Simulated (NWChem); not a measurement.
All runs are NWChem calculations. System: CH (+1), charge 1, spin multiplicity 1, at a geometry optimised with PBE0/def2-SVP. The structure started from a generated list of species. Level: TD-PBE/6-31G* (spherical d).

Output (cleaned and shortened):

```
             Northwest Computational Chemistry Package (NWChem) 7.3.0
             --------------------------------------------------------

                                NWChem Input Module
                                -------------------

 Scaling coordinates for geometry "geometry" by  1.889725989
 (inverse scale =  0.529177249)

                             Geometry "geometry" -> ""
                             -------------------------

 Output coordinates in angstroms (scale by  1.889725989 to convert to a.u.)

  No.       Tag          Charge          X              Y              Z
 ---- ---------------- ---------- -------------- -------------- --------------
    1 C                    6.0000     0.00000000     0.00000000     0.16389100
    2 H                    1.0000     0.00000000     0.00000000    -0.98334800

 Effective nuclear repulsion energy (a.u.)       2.7675693504

            Nuclear Dipole moment (a.u.)
            ----------------------------
        X                 Y               Z
 ---------------- ---------------- ----------------
     0.0000000000     0.0000000000    -0.0000037795


 Summary of "ao basis" -> "" (spherical)
 ------------------------------------------------------------------------------
       Tag                 Description            Shells   Functions and Types
 ---------------- ------------------------------  ------  ---------------------
 *                           6-31g*                   on all atoms

  pbe96 is a nonlocal functional; adding pw91lda local functional.

                                 NWChem DFT Module
                                 -----------------

 Summary of "ao basis" -> "ao basis" (spherical)
 ------------------------------------------------------------------------------
       Tag                 Description            Shells   Functions and Types
 ---------------- ------------------------------  ------  ---------------------
 C                           6-31g*                  6       14   3s2p1d
 H                           6-31g*                  2        2   2s

 Summary of "ao basis" -> "ao basis" (spherical)
 ------------------------------------------------------------------------------
       Tag                 Description            Shells   Functions and Types
 ---------------- ------------------------------  ------  ---------------------
 C                           6-31g*                  6       14   3s2p1d
 H                           6-31g*                  2        2   2s

            General Information
            -------------------
          SCF calculation type: DFT
          Wavefunction type:  closed shell.
          No. of atoms     :     2
          No. of electrons :     6
           Alpha electrons :     3
            Beta electrons :     3
          Charge           :     1
          Spin multiplicity:     1
          Use of symmetry is: off; symmetry adaption is: off
          Maximum number of iterations: 100
          AO basis - number of functions:    16
                     number of shells:     8
          Convergence on energy requested:  1.00D-06
          Convergence on density requested:  1.00D-05
          Convergence on gradient requested:  5.00D-04

              XC Information
              --------------
          PerdewBurkeErnzerhof Exchange Functional  1.000
            Perdew 1991 LDA Correlation Functional  1.000 local
           PerdewBurkeErnz. Correlation Functional  1.000 non-local

             Grid Information
             ----------------
          Grid used for XC integration:  medium
          Radial quadrature: Mura-Knowles
          Angular quadrature: Lebedev.
          Tag              B.-S. Rad. Rad. Pts. Rad. Cut. Ang. Pts.
          ---              ---------- --------- --------- ---------
          C                   0.70       49           6.0       434
          H                   0.35       45           6.0       434
          Grid pruning is: on
          Number of quadrature shells:    94
          Spatial weights used:  Erf1

          Convergence Information
          -----------------------
          Convergence aids based upon iterative change in
          total energy or number of iterations.
[...]
     Occ.    2  a   ---  Virt.    5  a    0.10120 Y
     Occ.    3  a   ---  Virt.    5  a   -0.10789 X
     Occ.    3  a   ---  Virt.    5  a    0.07804 Y
     Occ.    3  a   ---  Virt.   12  a   -0.05478 X
  ----------------------------------------------------------------------------
  Root   5 singlet a              0.493239112 a.u.               13.4217 eV
  ----------------------------------------------------------------------------
     Transition Moments    X -0.00000   Y  0.00000   Z -1.25934
     Transition Moments   XX  0.08848  XY -0.00000  XZ -0.00000
     Transition Moments   YY  0.08848  YZ  0.00000  ZZ  1.07976
     Dipole Oscillator Strength                    0.5214964575
     Electric Quadrupole                           0.0000002093
     Magnetic Dipole                               0.0000000000
     Total Oscillator Strength                     0.5214966668

          sigma_e =   1.3637 Angstrom
          sigma_h =   0.9507 Angstrom
         |d_h->e| =   1.3017 Angstrom
            d_exc =   2.0977 Angstrom
            d_CD1 =   1.7147 Angstrom
            d_CD2 =   0.1444 Angstrom
            d_CD3 =   3.3994 Angstrom
     Pearson C.C. =   0.0221

     Occ.    2  a   ---  Virt.    6  a    0.10908 X
     Occ.    3  a   ---  Virt.    6  a    0.98850 X
     Occ.    3  a   ---  Virt.    6  a   -0.06454 Y
     Occ.    3  a   ---  Virt.    9  a    0.05103 X
     Occ.    3  a   ---  Virt.   10  a    0.10591 X
  ----------------------------------------------------------------------------
  Root   6 singlet a              0.806036973 a.u.               21.9334 eV
  ----------------------------------------------------------------------------
     Transition Moments    X -0.16385   Y  0.03252   Z  0.00000
     Transition Moments   XX  0.00000  XY -0.00000  XZ -0.81345
     Transition Moments   YY  0.00000  YZ  0.16145  ZZ -0.00000
     Dipole Oscillator Strength                    0.0149947108
     Electric Quadrupole                           0.0000019179
     Magnetic Dipole                               0.0000002578
     Total Oscillator Strength                     0.0149968866

          sigma_e =   1.4347 Angstrom
          sigma_h =   0.9916 Angstrom
         |d_h->e| =   0.0622 Angstrom
            d_exc =   1.7452 Angstrom
            d_CD1 =   0.5053 Angstrom
            d_CD2 =  -1.1509 Angstrom
            d_CD3 =   1.8074 Angstrom
     Pearson C.C. =  -0.0001

     Occ.    3  a   ---  Virt.    8  a    0.99924 X
  ----------------------------------------------------------------------------
  Root   7 singlet a              0.806036973 a.u.               21.9334 eV
  ----------------------------------------------------------------------------
     Transition Moments    X -0.03252   Y -0.16385   Z -0.00000
     Transition Moments   XX -0.00000  XY  0.00000  XZ -0.16145
     Transition Moments   YY -0.00000  YZ -0.81345  ZZ  0.00000
     Dipole Oscillator Strength                    0.0149947108
     Electric Quadrupole                           0.0000019179
     Magnetic Dipole                               0.0000002578
     Total Oscillator Strength                     0.0149968866

          sigma_e =   1.4347 Angstrom
          sigma_h =   0.9916 Angstrom
         |d_h->e| =   0.0622 Angstrom
            d_exc =   1.7452 Angstrom
            d_CD1 =   0.5053 Angstrom
            d_CD2 =  -1.1509 Angstrom
            d_CD3 =   1.8074 Angstrom
     Pearson C.C. =  -0.0001

     Occ.    3  a   ---  Virt.    7  a    0.99924 X
  ----------------------------------------------------------------------------
  Root   8 singlet a              0.808750640 a.u.               22.0072 eV
  ----------------------------------------------------------------------------
     Transition Moments    X  0.00000   Y -0.00000   Z  0.75288
     Transition Moments   XX  0.08901  XY -0.00000  XZ  0.00000
     Transition Moments   YY  0.08901  YZ -0.00000  ZZ -1.46896
     Dipole Oscillator Strength                    0.3056151548
     Electric Quadrupole                           0.0000022791
     Magnetic Dipole                               0.0000000000
     Total Oscillator Strength                     0.3056174339

          sigma_e =   1.4707 Angstrom
          sigma_h =   0.8553 Angstrom
         |d_h->e| =   0.4978 Angstrom
            d_exc =   1.7527 Angstrom
            d_CD1 =   1.1132 Angstrom
            d_CD2 =  -0.6652 Angstrom
            d_CD3 =   2.2504 Angstrom
     Pearson C.C. =   0.0279

     Occ.    2  a   ---  Virt.    6  a    0.93908 X
     Occ.    2  a   ---  Virt.   11  a   -0.06423 X
     Occ.    3  a   ---  Virt.    6  a   -0.08098 X
     Occ.    3  a   ---  Virt.    9  a   -0.32181 X
     Occ.    3  a   ---  Virt.   11  a    0.05554 X
  ----------------------------------------------------------------------------
  Root   9 singlet a              0.926008540 a.u.               25.1980 eV
  ----------------------------------------------------------------------------
     Transition Moments    X -0.00000   Y  0.00000   Z -0.50324
     Transition Moments   XX -0.32169  XY -0.00000  XZ  0.00000
     Transition Moments   YY -0.32169  YZ -0.00000  ZZ -2.22959
     Dipole Oscillator Strength                    0.1563427639
     Electric Quadrupole                           0.0000051306
     Magnetic Dipole                               0.0000000000
     Total Oscillator Strength                     0.1563478945

          sigma_e =   1.4921 Angstrom
          sigma_h =   0.9641 Angstrom
         |d_h->e| =   0.0722 Angstrom
            d_exc =   1.7503 Angstrom
            d_CD1 =   0.6002 Angstrom
            d_CD2 =  -1.1559 Angstrom
            d_CD3 =   1.8225 Angstrom
     Pearson C.C. =   0.0339

     Occ.    2  a   ---  Virt.    6  a    0.26195 X
     Occ.    2  a   ---  Virt.   10  a   -0.12982 X
     Occ.    2  a   ---  Virt.   11  a   -0.06471 X
     Occ.    3  a   ---  Virt.    9  a    0.83112 X
     Occ.    3  a   ---  Virt.   10  a   -0.46488 X
     Occ.    3  a   ---  Virt.   11  a   -0.06526 X
  ----------------------------------------------------------------------------
  Root  10 singlet a              0.996803617 a.u.               27.1244 eV
  ----------------------------------------------------------------------------
     Transition Moments    X  0.00000   Y -0.00000   Z  0.16098
     Transition Moments   XX -0.48356  XY  0.00000  XZ  0.00000
     Transition Moments   YY -0.48356  YZ -0.00000  ZZ -1.47007
     Dipole Oscillator Strength                    0.0172203162
     Electric Quadrupole                           0.0000017109
     Magnetic Dipole                               0.0000000000
     Total Oscillator Strength                     0.0172220272

          sigma_e =   1.3640 Angstrom
          sigma_h =   1.0099 Angstrom
         |d_h->e| =   0.0913 Angstrom
            d_exc =   1.6742 Angstrom
            d_CD1 =   0.4454 Angstrom
            d_CD2 =  -1.0956 Angstrom
            d_CD3 =   1.7655 Angstrom
     Pearson C.C. =   0.0312

     Occ.    2  a   ---  Virt.    6  a    0.15381 X
     Occ.    2  a   ---  Virt.    9  a   -0.05832 X
     Occ.    2  a   ---  Virt.   10  a   -0.07903 X
     Occ.    2  a   ---  Virt.   11  a   -0.11099 X
     Occ.    3  a   ---  Virt.    6  a   -0.11882 X
     Occ.    3  a   ---  Virt.    9  a    0.42233 X
     Occ.    3  a   ---  Virt.   10  a    0.84436 X
     Occ.    3  a   ---  Virt.   11  a    0.23191 X

              Target root =      1
          Target symmetry = none
      Ground state energy =    -38.013796079404
        Excitation energy =      0.105841382595
     Excited state energy =    -37.907954696808

  stored tddft:energy   -37.907954696808147

 Task  times  cpu:        0.3s     wall:        0.3s

 Total times  cpu:        0.3s     wall:        0.3s
```

Problem. Write an NWChem input that would produce this output.

Solution. This is not unique; one that fits is 
```
start mol
memory heap 200 mb stack 900 mb global 1100 mb
charge 1
geometry units angstroms nocenter noautoz noautosym
  C      0.000000     0.000000     0.163891
  H      0.000000     0.000000    -0.983348
end
basis spherical
  * library 6-31g*
end
dft
  xc xpbe96 cpbe96
  semidirect memsize 60000000 filesize 0
  iterations 100
end
tddft
  rpa
  nroots 10
  notriplet
end
task tddft energy
```
